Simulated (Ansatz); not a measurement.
Species, as SMILES: C#C (C2H2).
Atoms: C1, C2, H3, H4. Bonds: C1-C2, C1-H4, C2-H3.

Basis-set convergence of the harmonic zero-point energy at PBE with Ansatz (a program for electronic structure). Each level at its own minimum, finite differences of forces, unscaled; the reference is a large set that could be run, not a limit. Cartesian d functions, on some or all atoms, in 6-31G**; all else is spherical. The program fits the integrals of some runs and decomposes those of others, by size. No added dispersion term, no relativity. Reference: the value in aug-pcseg-2, 16.42 kcal/mol, itself unsure by roughly 0.02 kcal/mol (its mean distance from aug-cc-pVTZ, def2-TZVPPD). Deviations are taken from unrounded values.

| basis | functions | harmonic zero-point energy (kcal/mol) | minus reference (kcal/mol) |
|---|---|---|---|
| 3-21G | 22 | 16.67 | 0.25 |
| pcseg-0 | 22 | 16.47 | 0.05 |
| pcseg-1 | 38 | 16.45 | 0.03 |
| 6-31G** | 40 | 16.18 | -0.24 |
| 6-311G** | 48 | 16.38 | -0.04 |
| 6-311+G** | 56 | 16.41 | -0.01 |
| aug-pcseg-1 | 64 | 16.24 | -0.18 |
| 6-311++G(2d,2p) | 74 | 16.32 | -0.10 |
| cc-pVTZ | 88 | 16.37 | -0.05 |
